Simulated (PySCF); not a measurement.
Species: C₂H₂F₂.
SMILES: `F/C=C\F`

The closed-shell ground state was solved at several levels (PySCF, density fitting, gas phase, non-relativistic). Geometry: PBE0-D3(BJ)/def2-SVP; no solvent, vibrations or thermal averaging.

```
         level  basis functions  HOMO (eV)  LUMO (eV)  gap (eV)  dipole (D)
  PBE0/6-31+G*               76      -7.58       0.26      7.84        2.42
  HF/def2-SVPD              102     -10.66       2.52     13.18        2.62
  LDA/pcSseg-2              172      -6.46      -0.97      5.49        2.16
     PBE/pcJ-1              128      -6.12      -0.55      5.57        2.09
B97-2/pcSseg-2              172      -7.32       0.26      7.58        2.25
PBE0/def2-TZVP              136      -7.53       0.41      7.94        2.21
   PBE0/6-31G*               60      -7.09       0.97      8.06        2.09
 OPBE/pcSseg-2              172      -6.19      -0.55      5.64        2.00
  B3LYP/6-31G*               60      -6.80       0.75      7.55        2.03
 PBE0/def2-SVP               66      -7.37       0.61      7.98        2.21
```

Problem. What might LC-wPBE/def2-SVPD (102 basis functions) give for the same quantities?

Solution. HOMO -10.43 eV, LUMO 2.26 eV, gap 12.69 eV, dipole 2.34 D.

Problem. Over all these levels, which gives the widest orbital gap and which the narrowest?

Solution. HF/def2-SVPD (Hartree–Fock, all exact exchange) has the widest, 13.18 eV, and LDA/pcSseg-2 (LDA) the narrowest, 5.49 eV. Functional and basis both differ between the two, so the spread mixes both effects.

Problem. How much does the basis alone move the frontier levels among the 4 PBE0 rows?

Solution. The HOMO by 0.49 eV and the LUMO by 0.71 eV. By rising basis size (HOMO, LUMO in eV): 6-31G* -7.09, 0.97; def2-SVP -7.37, 0.61; 6-31+G* -7.58, 0.26; def2-TZVP -7.53, 0.41.

Problem. How far do the dipole and the HOMO energy spread over the levels?

Solution. The dipole runs from 2.00 to 2.62 D (mean 2.22 D) and the HOMO from -10.66 to -6.12 eV.
